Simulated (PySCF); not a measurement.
C4H3F2 (charge +1).
Bonds: F1–C2, C2–F3, C2–C4, C4–C5 (double), C5–C6, C4–C6. Hydrogens: H7 on C2; H8 on C5; H9 on C6.

Level of theory: MP2 and CCSD/aug-cc-pVDZ in PySCF, restricted Hartree–Fock reference, 6 core orbitals frozen, non-relativistic, gas phase, PBE0-D3(BJ)/def2-SVP geometry.

E(HF) = -351.78300 Eh.

How large is the problem?

165 basis functions and 44 electrons; 6 orbitals frozen, which leaves o = 16 correlated occupied and v = 143 virtual orbitals. That is o·v = 2288 singles and o·v(o·v + 1)/2 = 2618616 distinct closed-shell doubles amplitudes before symmetry; the costliest CCSD step grows as o²v⁴ = 1.1 × 10^11.

What are the MP2 and CCSD correlation energies?

MP2 -0.8872 Eh and CCSD -0.9189 Eh, which gives totals of -352.67015 and -352.70187 Eh. That is 0.781 eV for each correlated electron at CCSD (2412 kJ/mol in all, 0.261 % of the total energy); MP2 gives 96.5 % of the CCSD value.

What is the T1 diagnostic?

0.0122, below the customary warning level of 0.02. It is the norm of the spatial-orbital singles amplitudes over the root of the number of correlated electrons, so the norm is 0.069.

No triples correction and no basis-set extrapolation were made.

The job also held the EOM ionisation roots. Hardware: an AMD EPYC 7R43 with one thread, no GPU, on a shared host. Cost: 7.5 min, 2.9 GiB resident at most.

Shape of the structure used: `[F:1][CH:2]([F:3])[c:4]1[cH:5][cH+:6]1`: F1–C2–C4–C5 -31°.

One conformer stands for the species.
